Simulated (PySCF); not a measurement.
NaCl and its ions

PBE0; basis Na 6-31G(d,p), Cl 6-31G(d,p); no relativity; PySCF 2.14. Neutral (UKS): singlet (closed shell), Re = 2.373 Å, ωe = 361 cm⁻¹, De = 3.98 eV, HOMO -6.35 eV, LUMO -1.75 eV.

NaCl⁺ (UKS): doublet (π ↑), Re = 2.835 Å, ωe = 152 cm⁻¹, De = 0.31 eV to Na⁺ + Cl. The energies at the minima are -622.27540 hartree for NaCl and -621.94675 for NaCl⁺.

Work out the adiabatic ionisation energy, without and with harmonic zero-point energies (1 hartree = 27.2114 eV, 1 eV = 8065.5 cm⁻¹), and the change of the bond length.

At PBE0: 0.32865 hartree = 8.943 eV between the minima; the zero-point term (152.0 − 361.0)/2 cm⁻¹ = -0.013 eV makes it 8.930 eV. Re changes by +46.2 pm against the neutral. Minus the HOMO energy is 6.35 eV, -2.59 eV from the value between the minima; self-interaction puts the Kohn–Sham level too high, less so with exact exchange. The electron leaves a π orbital, and the ion is left as a loose complex of an ion and an atom.

Weak bonds: NaCl⁺. Basis-set superposition, not corrected here, can be much of De in a small basis, most of all at correlated wavefunction levels. For an ion De counts to the pair picked by the measured ionisation energies or electron affinities, which need not be the lowest pair at this level. States were picked by a PBE0 search and need not be the measured ground states.
